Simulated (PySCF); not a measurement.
Cartesian coordinates (Å):
```xyz
2

C      0.5872     0.0000     0.0000
N     -0.5872     0.0000     0.0000
```
Charge 0, spin multiplicity 2.

Q: What is the computed total energy, dipole moment and highest occupied spin orbital (PBE-D3(BJ)/def2-TZVP (PySCF))?

A: 
```yaml
total_energy: -92.6431 Ha
dipole_moment: 1.13 D
highest_occupied_spin_orbital: -9.35 eV
```
